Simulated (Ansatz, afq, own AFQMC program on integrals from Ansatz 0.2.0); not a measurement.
Two steps: Ansatz 0.2.0 writes the Fock matrix and Cholesky factors of the valence space, and afq projects on them the lowest state that overlaps trial and start.

```yaml
crystal:
  periodic: [false, false, false]
  atoms:
    - {symbol: Si, position_ang: [0.000000, -0.118572, 0.606157]}
    - {symbol: O, position_ang: [0.000000, 0.162082, -1.027349]}
    - {symbol: H, position_ang: [0.000000, 1.366569, 0.980666]}
    - {symbol: H, position_ang: [0.000000, -0.635437, -1.563283]}
basis:
  gaussian: {orbitals: cc-pVDZ}
magnetization: {spin_polarized: true, initial_magnetization: 0}
correlation: {method: ccsd_t, electrons: outside_noble_gas, hamiltonian_folder: ham}
```

```sh
$ ansatz run in.yaml --threads 1 --pin off --events-out ev --progress --plain --max-ram 24576MiB --backend cuda --devices 0, --max-vram 18GiB
```

Options of the walk:

```
--method free --trial cisd --walkers 4000 --time-step 0.03 --max-blocks 4000 --target-error 0.00042 --factor-cut 1e-05 --seed 689 --times 0,0.21,0.42,0.81,1.2,1.8,2.4,3 --taylor-order 8
```

Times are imaginary, in 1/Eh. The walk had a cap of 61 s.

```
orbitals 36  electrons 6 6  factors 273 of 400
reference energy -364.94474825 Eh
CCSD correlation -0.29855627 Eh in 11 cycles, weight of the determinant in the CISD state 0.8782
repeat  energy at the last time / Eh  error
    10  -365.251961  0.000228
    20  -365.251926  0.000194
    30  -365.251680  0.000162
time / (1/Eh)  energy / Eh  error  mean overlap
  0.00  -365.243319  0.000058  1.1387
  0.21  -365.247707  0.000074  1.1380
  0.42  -365.249455  0.000075  1.1372
  0.81  -365.250753  0.000079  1.1368
  1.20  -365.251348  0.000089  1.1396
  1.80  -365.251790  0.000130  1.1390
  2.40  -365.251851  0.000142  1.1419
  3.00  -365.251677  0.000157  1.1534
energy -365.251677 +/- 0.000157 Eh
```

Estimate how long the walk took on 1 × NVIDIA H100 80GB HBM3 with 2 threads of AMD EPYC 7R13 Processor (Zen 3), with other jobs on the host (the card was shared).

18 s of wall time.

The run passed its tests (error under three times the target), which doesn't prove that it has relaxed.

Against this walk (error 4.3 meV) on the same determinant: CCSD(T) 30.6 meV higher, CCSDT(Q) 10.1 meV lower, CCSDTQ 7.8 meV lower (within the noise). The error is statistical, and a free projection of finite length keeps a remainder of its start. The last points scatter (meV from the last: 25.2 ± 2.1 at 0.81, 8.9 ± 2.4 at 1.20, -3 ± 4 at 1.80, -5 ± 4 at 2.40, 0 ± 4 at 3.00); the last is the one printed as the energy, and the gaps above move with that scatter.

Cautions: remainder of the start not in the error; an unrestricted solution with more broken spin lies lower (6 meV, ⟨S²⟩ 0.11), while this determinant keeps restricted orbitals.

CCSDT and higher add their correlation energy to the determinant of the CCSD(T) run, since their own runs factorise the integrals more tightly (a shift of under 2 meV). A walk keeps the symmetry of its determinant, which the program's search chose and which needn't be the lowest solution, so a lower state of the same spin and another symmetry isn't excluded.
